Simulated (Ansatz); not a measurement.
# Relaxing Pt

All numbers below come from DFT PBEsol, scalar-relativistic, plane waves, PAW (Ansatz). Cutoff 420 eV, Γ-centred k mesh, Gaussian smearing, no spin polarisation in the final step.

The start puts Pt on the samarium (9R) structure type (R-3m, No. 166), at a guessed volume.

```
Pt
1.0
     1.48770    0.85892    7.18995
    -1.48770    0.85892    7.18995
     0.00000   -1.71784    7.18995
Pt
3
Direct
  0.00000 0.00000 0.00000
  0.22222 0.22222 0.22222
  0.77778 0.77778 0.77778
```

Cell and atoms relax at zero pressure; the relaxation can't lower the symmetry of the start. After a coarse first stage the cell is made exact in the group found at 0.06 Å.

Energies count from the standard state of Pt at the same level.

**Question.** What does it relax into?

**Answer.** It keeps R-3m (No. 166). The result has the samarium (9R) structure. Conventional cell: a = 2.745 Å, c = 20.822 Å. Pt on Wyckoff site a (1 atom of the primitive cell) is coordinated by 12 Pt at 2.74–2.80 Å; Pt on Wyckoff site c (2 atoms of the primitive cell) has 12 Pt at 2.74–2.82 Å.

```xyz
3
Lattice="1.3723 0.7923 6.9407 -1.3723 0.7923 6.9407 0.0000 -1.5846 6.9407" Properties=species:S:1:pos:R:3 pbc="T T T"
Pt    0.0000    0.0000    0.0000
Pt    0.0000    0.0000    4.6366
Pt    0.0000    0.0000   16.1856
```

**Question.** What are its volume, energy, density and gap?

**Answer.** The volume per atom is 15.09 Å³, the density is 21.46 g/cm³ and the energy over the standard structure is 0.05 eV/atom. The gap on the 21×21×21 mesh is 0 eV (a metal).

The final run used a 21×21×21 mesh on its 3-atom cell and 0.10 eV smearing. The k mesh leaves about 4 meV/atom of noise in metals. Spin–orbit coupling is left out. Symmetry constrained the relaxation, so the result can be a saddle point. The steps took about 2.7 core-minutes in all.

This form isn't the element's structure at ambient conditions.